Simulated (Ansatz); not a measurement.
# [PH2]− (phosphanide) at 6 levels

We compute a comparison of 6 runs (CAM-B3LYP/3-21G, wB97M-V/3-21G, BLYP/6-31G*, RPA@PBE/3-21G, CCSDT/3-21G, CCSDTQ/3-21G) of [PH2]− (phosphanide). 

The results are computed with Ansatz 0.2.0.

2 further runs of the same task are left out: 2 that didn't finish.

## 1. The structure to begin with

[PH2]−: 3 atoms, total charge -1, spin state singlet. SMILES: `[PH2-]`. The H2–P1 distance was set to 2.018 Å, away from the relaxed value. At this shape a bond of the SMILES string is far longer than usual.

Bond lengths: P1–H3 1.345 Å. A long bond or contact: P1–H2 2.018 Å.

## 2. A single-point energy at CAM-B3LYP/3-21G (run 1)

input.yaml

```yaml
crystal:
  periodic: [false, false, false]
  atoms:
    - {symbol: P, position_ang: [0.695579, -0.935462, 0.285009]}
    - {symbol: H, position_ang: [0.105590, 0.990220, 0.165130]}
    - {symbol: H, position_ang: [-0.407841, -1.338532, -0.370221]}
basis:
  gaussian: {orbitals: 3-21G.json}
total_charge: -1
hamiltonian: {xc: {name: CAM-B3LYP}}
accuracy: high
```

The basis set 3-21G is read from a file made from the Basis Set Exchange's data (not shown).

Command:

```console
ansatz run input.yaml --threads 1 --pin off --max-ram 2610MiB --events-out events.jsonl --progress --plain --runs-dir runs
```

The log of the run:

```text
Warning: RAYON_NUM_THREADS=1 ignored (pool sized by the plan → 1); use --threads N
Functional definition: CAM-B3LYP
  name "CAM-B3LYP"
  parameter alpha = 0.19
  parameter beta = 0.46
  parameter omega = 0.33/bohr
  parameter ac = 0.81
  exchange = (1 - alpha - beta)*b88_x + beta*b88_x_sr(omega) + alpha*exact_x + beta*exact_x_lr(omega)
  correlation = (1 - ac)*vwn5_c + ac*lyp_c
319 factors; integrals over basis functions are off by at most 2.2e-9 eV
139 factors; integrals over basis functions are off by at most 1.1e-9 eV
mean field evaluation 1: about -9271.3129 eV, gradient 7.2e0 eV
mean field evaluation 2: about -9271.4909 eV, gradient 3.0e0 eV
mean field evaluation 4: about -9271.5219 eV, gradient 8.3e-2 eV
mean field evaluation 8: about -9271.5161 eV, gradient 7.3e-4 eV
mean field evaluation 16: about -9271.5161 eV, gradient 8.5e-8 eV
mean field -9271.51609237 eV, -340.7219319354 hartree, gradient 8.5e-8 eV, S^2 0.000000; 0 other end points of the search recorded, 0 dependent functions left out
reference -9271.51610472 eV, -340.7219323891 hartree; 9, 9 occupied and 8, 8 virtual orbitals, 319 factors
Total energy: -9271.51610472 eV, -340.7219323891 hartree
```

Run time: 0.62 s. Hardware: 1 thread of Arm Neoverse V1, shared host.

## 3. The energy at wB97M-V/3-21G (run 2)

run.yaml

```yaml
crystal:
  periodic: [false, false, false]
  atoms:
    - {symbol: P, position_ang: [0.695579, -0.935462, 0.285009]}
    - {symbol: H, position_ang: [0.105590, 0.990220, 0.165130]}
    - {symbol: H, position_ang: [-0.407841, -1.338532, -0.370221]}
basis:
  gaussian:
    orbitals: 3-21G.json
total_charge: -1
hamiltonian:
  xc: {name: wB97M-V}
accuracy: high
```

The basis set 3-21G is read from a file made from the Basis Set Exchange's data (not shown).

Command:

```console
ansatz run run.yaml --threads 1 --pin off --max-ram 2610MiB --events-out events.jsonl --progress --plain --runs-dir runs
```

The log of the run (excerpt; [...] marks lines left out):

```text
Warning: RAYON_NUM_THREADS=1 ignored (pool sized by the plan → 1); use --threads N
Functional definition: wB97M-V
  name "wB97M-V"
[...]
  gx(w, u) = 1 - cx + cx01*u + cx10*w
  gss(w, u) = css00 + css04*u^4 + css10*w + css20*w^2 + css43*w^4*u^3
  gos(w, u) = cos00 + cos10*w + (cos20 + cos21*u)*w^2 + (cos60 + cos61*u)*w^6
[...]
      + integral(e_c_pw_mod_opposite_spin*gos(b97_w_opposite, b97_u_opposite)) + vv10(b, c)
319 factors; integrals over basis functions are off by at most 2.2e-9 eV
127 factors; integrals over basis functions are off by at most 1.9e-9 eV
[...]
mean field -9270.64707247 eV, -340.6899960429 hartree, gradient 5.3e-8 eV, S^2 0.000000; 0 other end points of the search recorded, 0 dependent functions left out
reference -9270.64707473 eV, -340.6899961260 hartree; 9, 9 occupied and 8, 8 virtual orbitals, 319 factors
Total energy: -9270.64707473 eV, -340.6899961260 hartree
```

Run time: 6.3 s. Hardware: 1 thread of Arm Neoverse V1, shared host; peak memory 0.18 GiB.

Run 3 isn't shown in full; the table further down has it.

## 4. A single-point energy at RPA@PBE/3-21G (run 4)

Edit run.yaml of step 3 so:

```diff
@@ -11,3 +11,6 @@
 hamiltonian:
-  xc: {name: wB97M-V}
+  xc: {name: PBE}
+correlation:
+  method: rpa
+  frozen_orbitals: {H: 0, P: 5}
 accuracy: high
```

The basis set 3-21G is read from a file made from the Basis Set Exchange's data (not shown).

Command:

```console
ansatz run run.yaml --threads 1 --pin off --max-ram 2610MiB --events-out events.jsonl --progress --plain --runs-dir runs
```

The log of the run:

```text
Warning: RAYON_NUM_THREADS=1 ignored (pool sized by the plan → 1); use --threads N
Functional definition: PBE
  name "PBE"
  parameter kappa = 0.804
  parameter beta = 0.06672455060314922
  exchange = pbe_x(kappa = kappa, mu = beta*pi^2/3)
  correlation = pbe_c(beta = beta)
319 factors; integrals over basis functions are off by at most 2.2e-9 eV
mean field evaluation 1: about -9266.6464 eV, gradient 9.6e0 eV
mean field evaluation 2: about -9266.6387 eV, gradient 9.6e0 eV
mean field evaluation 4: about -9266.9618 eV, gradient 2.2e0 eV
mean field evaluation 8: about -9266.9930 eV, gradient 1.1e-2 eV
mean field evaluation 16: about -9266.9930 eV, gradient 9.9e-9 eV
mean field -9266.99296768 eV, -340.5557101689 hartree, gradient 9.9e-9 eV, S^2 0.000000; 0 other end points of the search recorded, 0 dependent functions left out
5 core orbitals not correlated: weight in the atoms' cores, before any rotation towards them, 1.000 or more for the frozen orbitals, at most 0.000 for the correlated occupied ones
reference -9253.29881396 eV, -340.0524593020 hartree; 4, 4 occupied and 8, 8 virtual orbitals, 319 factors
Total energy: -9256.97184228 eV, -340.1874406028 hartree
```

Run time: 0.73 s. Hardware: 1 thread of Arm Neoverse V1, shared host.

Run 5 isn't shown in full; the table further down has it.

## 5. A single-point energy at CCSDTQ/3-21G (run 6)

Edit run.yaml of step 4 so:

```diff
@@ -10,7 +10,7 @@
 total_charge: -1
-hamiltonian:
-  xc: {name: PBE}
 correlation:
-  method: rpa
+  method: ccsdtq
   frozen_orbitals: {H: 0, P: 5}
 accuracy: high
+scf:
+  omitted_lower_state_checks: [cluster_reference, increment]
```

The basis set 3-21G is read from a file made from the Basis Set Exchange's data (not shown).

Command:

```console
ansatz run run.yaml --threads 1 --pin off --max-ram 2610MiB --events-out events.jsonl --progress --plain --runs-dir runs
```

The log of the run (excerpt; [...] marks lines left out):

```text
Warning: RAYON_NUM_THREADS=1 ignored (pool sized by the plan → 1); use --threads N
Functional definition: HF
  name "HF"
[...]
319 factors; integrals over basis functions are off by at most 2.2e-9 eV
[...]
mean field -9253.54172452 eV, -340.0613861004 hartree, gradient 3.0e-8 eV, S^2 0.000000; 0 other end points of the search recorded, 0 dependent functions left out; unrestricted orbitals would lower it
5 core orbitals not correlated: weight in the atoms' cores, before any rotation towards them, 1.000 or more for the frozen orbitals, at most 0.000 for the correlated occupied ones
reference -9253.54172452 eV, -340.0613861004 hartree; 4, 4 occupied and 8, 8 virtual orbitals, 319 factors
second order -1.66079034 eV of doubles, -0.00000000 eV of singles
cycle   1  -2.02713427 eV  change   -3.7e-1 eV  update   6.6e-2
[...]
cycle  21  -2.30575077 eV  change  -7.3e-10 eV  update  3.1e-10
Total energy: -9255.84747529 eV, -340.1461208782 hartree
Checks for a lower state left out: cluster_reference, increment
```

It took 1.9 s on 1 thread of Arm Neoverse V1, shared host; peak memory 0.11 GiB.

## 6. All runs side by side

| run | level | frozen core orbitals | energy (Eh) | wall time |
| --- | --- | --- | --- | --- |
| 1 | CAM-B3LYP/3-21G | – | -340.721932 | 0.62 s |
| 2 | wB97M-V/3-21G | – | -340.689996 | 6.3 s |
| 3 | BLYP/6-31G* (spherical functions) | – | -342.444323 | 0.64 s |
| 4 | RPA@PBE/3-21G | 5 | -340.187441 | 0.73 s |
| 5 | CCSDT/3-21G | 5 | -340.146066 | 0.28 s |
| 6 | CCSDTQ/3-21G | 5 | -340.146121 | 1.9 s |

## 7. Results

```
                                          quantity          value
                               run 6: total energy  -340.14612 Eh
run 6: correlation energy (5 core orbitals frozen)      -84.7 mEh
                              run 6: T1 diagnostic          0.016
```

What this shows: Totals of different functionals can't be ranked against each other. In runs 5, 6 the log says that unrestricted orbitals would lower the reference, so the values rest on an unstable closed-shell determinant (other closed-shell runs at this shape may share the fault). All runs together took 10 s, the longest 6.3 s.
